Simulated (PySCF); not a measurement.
## NH and its ions

PBE0; H def2-TZVPPD, N def2-TZVPPD; no relativity (PySCF 2.14). Neutral (UKS): triplet (π ↑↑), Re = 1.038 Å, ωe = 3318 cm⁻¹, De = 3.69 eV, HOMO -9.75 eV, LUMO -2.52 eV.

NH⁺ (UKS): quartet (σ ↑, π ↑↑), Re = 1.098 Å, ωe = 2647 cm⁻¹, De = 3.73 eV to H⁺ + N. The energies at the minima are -55.18070 hartree for NH and -54.68097 for NH⁺.

(1) Work out the adiabatic ionisation energy, without and with harmonic zero-point energies (1 hartree = 27.2114 eV, 1 eV = 8065.5 cm⁻¹), and the change of the bond length.

For an ion De counts to the pair picked by the measured ionisation energies or electron affinities, which need not be the lowest pair at this level. States were picked by a PBE0 search and need not be the measured ground states.

Results:

(1) At PBE0: 0.49973 hartree = 13.598 eV between the minima; the zero-point term (2647.0 − 3318.0)/2 cm⁻¹ = -0.042 eV makes it 13.557 eV. Re changes by +6.0 pm against the neutral. The electron leaves a σ orbital, and the longer bond of the ion fits a bonding orbital, or a change in how ionic the bond is.
